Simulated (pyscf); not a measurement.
`[O]=[Nb]([F])([F])[F]` + `[H][H]` → `[OH][NbH]([F])([F])[F]` (addition across a multiple bond or ene-type step; singlet surface; H–H broken, H–O, H–Nb formed). PySCF, gas phase, ωB97X-D3(BJ)/def2-SVP geometries. Rate constants from transition-state theory at the high-pressure limit, ωB97M-D3(BJ)/def2-TZVP energies (ideal gas, 1 atm, RRHO with modes under 100 cm⁻¹ raised to 100, one conformer, R ln 2 for chiral ones without a mode under 150 cm⁻¹; no tunnelling), k in cm³ molecule⁻¹ s⁻¹.

| T (K) | 1000/T | log10 k |
|---|---|---|
| 298 | 3.354 | -39.59 |
| 600 | 1.667 | ? |
| 900 | 1.111 | -20.86 |
| 1200 | 0.833 | -18.44 |

Task: Fit an Arrhenius line to the three values, give the activation energy, and predict k at 600 K.

Result: Least squares gives log10 k = -11.50 − 8.38 × 1000/T, so Ea = 8.38 × ln 10 × 1.987 = 38.3 kcal/mol, against an electronic barrier of 36.0. At 600 K the line gives -25.47; the computed value is -25.55 (ΔG‡ = 53.7 kcal/mol), a factor 1.2 under the line, since the plot is curved. On the product side the descent ends in a point that may be a rotor saddle (no frequency run), 1.9 kcal/mol over the lowest minimum found and 23.8 kcal/mol under the saddle at ωB97X-D3(BJ)/def2-TZVP. At the saddle there is also a short H–Nb contact that neither side keeps. One saddle was located; it need not be the lowest between these sides. Elements past Kr carry the def2 core potentials, without spin-orbit coupling.
